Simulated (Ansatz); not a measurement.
A nudged elastic band was laid between two geometries of CH2AlB (5 atoms, charge 0, multiplicity 1).

All numbers below come from RKS r2SCANh-D4/def2-SVP in Ansatz.

| Quantity | Value |
| --- | --- |
| movable images | 7 |
| climbing image | yes |
| spring | 5.0 eV/Å² |
| optimiser | fire |
| start path | through a guess of the saddle point |
| force threshold | 0.03 eV/Å |
| iteration limit | 60 |
| end points | relaxed |

Initial state:

```xyz
5
Properties=species:S:1:pos:R:3
B 0.588 -0.695 1.711
C -0.339 -1.194 0.810
Al -0.066 0.285 -0.428
H -1.048 0.036 -1.663
H 0.864 1.568 -0.430
```

Final state:

```xyz
5
Properties=species:S:1:pos:R:3
B 0.113 -0.853 1.143
C -0.620 -0.825 -0.030
Al 0.650 0.726 0.188
H -1.323 -1.097 -0.816
H 1.180 2.049 -0.485
```

Problem. What changes between the two ends?

Solution. Bonds broken: Al3–H4. Bonds formed: C2–H4.

Problem. Give the energies along the band, and the barrier.

Solution. The run ended unconverged. The highest image is number 2 of 0 to 8, 33.0 kJ/mol above the first end and 374.2 kJ/mol above the last; the last end lies 341.2 kJ/mol below the first. The band didn't meet its force threshold, so its energies are provisional: the largest band force was still 0.18 eV/Å, and over the last iterations the top stayed at 0.35 eV. The orbitals stay closed-shell, which can raise the energy where a bond breaks towards radicals; this wasn't checked here.

```
image  path coordinate (Å)  energy (kJ/mol)  Al3–H4 (Å)  C2–H4 (Å)
    0                 0.00              0.0        1.60       2.85
    1                 0.48             14.0        1.61       2.47
    2                 0.96             33.0        1.68       1.96
    3                 1.26             -1.6        1.77       1.61
    4                 1.56           -124.1        1.89       1.30
    5                 1.85           -251.0        2.12       1.13
    6                 2.14           -312.6        2.45       1.08
    7                 2.42           -335.9        2.72       1.08
    8                 2.69           -341.2        2.87       1.09
```

Run time: 6.9 min on 1 CPU thread of a shared host.
